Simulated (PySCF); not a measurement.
Molecule: `Cn1cnnc1`, C₃H₅N₃.

Atoms are numbered as in `[CH3:1][n:2]1[cH:3][n:4][n:5][cH:6]1` (H(Xn): hydrogen on atom n).

Geometry PBE0-D3(BJ)/def2-SVP throughout; GIAO in PySCF 2.14.0 with density-fitted response routines, gas phase, one conformer, non-relativistic; equivalent atoms averaged; basis pcSseg-2.

Question: How do the shifts δ (against TMS, NH3 at the same level) depend on the functional? (ppm; last column core-seconds on 1 thread of an Intel Xeon 6975P-C, shared host)

Answer: 
```csv
functional,kind,C3/C6,C1,N4/N5,N2,H(C3)/H(C6),H(C1),core-s
WP04,global hybrid,151.3,33.6,377.3,183.3,7.75,3.47,22
B97-2,global hybrid,147.1,31.6,368.9,181.9,7.85,3.57,21
BHandHLYP,global hybrid,153.1,30.9,384.9,180.9,7.94,3.57,21
CAM-B3LYP,range-separated hybrid,153.5,31.0,384.0,187.8,7.85,3.58,30
wB97X-D,range-separated hybrid,151.9,31.8,377.3,184.4,7.88,3.52,28
LC-wPBE,range-separated hybrid,156.6,31.7,375.5,182.6,7.86,3.45,37
```

Question: Which nucleus moves most, in ppm?

Answer: N4/N5 (pyridine-type nitrogen of an azole): from 368.9 ppm with B97-2 to 384.9 ppm with BHandHLYP. The smallest spread is 0.12 ppm, at H(C1). Proton shifts span only some 12 ppm, so a few tenths of a ppm matter as much there as several ppm in carbon.
